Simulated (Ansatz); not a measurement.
Dissociation curve of H2, singlet.

- RMP2 = Ansatz (a program for electronic structure) with MP2 on RHF/cc-pVQZ, frozen core
- RCCSD(T) = CCSD(T) on RHF/cc-pVQZ, frozen core run with Ansatz
- RCCSD = Ansatz with CCSD on RHF/cc-pVQZ, frozen core

Total energies in hartree (comparable only within one method and basis):

```csv
R / Å,RMP2,RCCSD(T),RCCSD
0.60,-1.14901,-1.15531,-1.15531
0.65,-1.16035,-1.16694,-1.16694
0.68,-1.16412,-1.17090,-1.17090
0.70,-1.16561,-1.17253,-1.17253
0.73,-1.16656,-1.17370,-1.17370
0.75,-1.16646,-1.17375,-1.17375
0.77,-1.16584,-1.17330,-1.17330
0.80,-1.16409,-1.17182,-1.17182
0.82,-1.16245,-1.17037,-1.17037
0.86,-1.15824,-1.16656,-1.16656
0.92,-1.15012,-1.15911,-1.15911
1.01,-1.13530,-1.14549,-1.14549
1.12,-1.11505,-1.12704,-1.12704
1.23,-1.09417,-1.10837,-1.10837
1.33,-1.07554,-1.09214,-1.09214
1.50,-1.04587,-1.06751,-1.06751
1.67,-1.01957,-1.04743,-1.04743
1.86,-0.99456,-1.03051,-1.03051
1.99,-0.98011,-1.02200,-1.02200
2.22,-0.95954,-1.01183,-1.01183
2.64,-0.93659,-1.00344,-1.00344
2.98,-0.92948,-1.00117,-1.00117
```

The restricted form behind RMP2 keeps the bonding electrons paired and can't separate into open-shell fragments. The T1 diagnostic of CCSD on the restricted reference of RMP2 exceeds 0.045 at 1.86 to 2.98 Å. With two correlated electrons CCSD is exact in the basis where it finds the lowest root (RCCSD(T), RCCSD).
